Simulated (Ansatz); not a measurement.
# MgH2 (triplet): wave-function methods side by side at angle H2–Mg1–H3 = 137.6°, aug-cc-pVTZ

One table from this session's results is given with a row withheld; the runs are named, their logs left out.

The runs use Ansatz 0.2.0, Gaussian basis; aug-cc-pVTZ, core rule «outside noble gas», up to 5 orbitals frozen.

Plan: UHF; CCSD(T) on ROHF; CCSD(T) on UHF; BCCD(T) on ROHF; CCSDT(Q) on ROHF; CCSDT(Q) on UHF; CASSCF and NEVPT2, 4 electrons in 6 orbitals; Full CI.

12 further runs of the same task are left out: 1 for a known fault of the program, 9 that didn't finish, 2 set aside as unsound or not needed. Runs told in other sessions of the task aren't counted.

## What is computed

The geometry derives from a PBE0/def2-TZVP stationary point (not a proven minimum). One angle is set to the value named; bond lengths are kept.

3 atoms, charge 0, spin multiplicity 3.

Atoms are counted from 1 here; the program's logs count them from 0.

Bond lengths: Mg1–H2 1.997 Å, Mg1–H3 1.997 Å. Angles: H2–Mg1–H3 137.6°.

The first run:

The input, in.yaml:

```yaml
crystal:
  periodic: [false, false, false]
  atoms:
    - {symbol: Mg, position_ang: [0.000000, 0.000000, -0.055311]}
    - {symbol: H, position_ang: [0.000000, 1.861891, 0.666869]}
    - {symbol: H, position_ang: [0.000000, -1.861891, 0.666869]}
basis:
  gaussian: {orbitals: aug-cc-pVTZ}
magnetization: {spin_polarized: true, initial_magnetization: 2}
hamiltonian: {xc: hf}
output: {orbitals: {seedname: orbitals}}
```

On the command line:

```bash
$ ansatz run in.yaml --threads 1 --pin off --events-out ev --progress --plain --max-ram 2393MiB
```

Among the steps run: UHF; CCSD(T) on ROHF; CCSD(T) on UHF; BCCD(T) on ROHF; CCSDT(Q) on ROHF; CCSDT(Q) on UHF; CASSCF and NEVPT2, 4 electrons in 6 orbitals; Full CI.

One of the session's tables, all rows but one given; the rest of the session is left out.

| method | from FCI (kJ/mol) |
| --- | --- |
| UHF | +147.3 |
| RMP2 | +55.5 |
| UMP2 | +60.0 |
| RCCSD | +7.3 |
| UCCSD | ? |
| RCCSD(T) | +1.9 |
| UCCSD(T) | +1.9 |
| BCCD(T) | +2.2 |
| RCCSDT | +0.1 |
| UCCSDT | 0.0 |
| RCCSDT(Q) | 0.0 |
| UCCSDT(Q) | 0.0 |
| CASSCF valence | +68.5 |
| NEVPT2 valence | +21.3 |
| FCI | 0 |

Q: Estimate the row for UCCSD from the others.

As computed: from FCI (kJ/mol): +6.2. In the column «from FCI (kJ/mol)» it lies between BCCD(T) (+2.2) and RCCSD (+7.3).

Left out of the table: ROHF (another determinant or state than the rows shown).

Caveats from the session: The report flags that the cluster equations may have other roots. The program flags RCCSD(T), UCCSD(T), BCCD(T), RCCSDT(Q), UCCSDT(Q) as in doubt, so those rows may rest on another solution. Levels on UHF freeze UHF's core orbitals, full CI those of ROHF, so the U rows can settle a little off it for that reason alone. Restricted and unrestricted rows rest on different reference determinants; a gap between their highest levels can come from leftover correlation error, from unlike frozen cores or from another state.
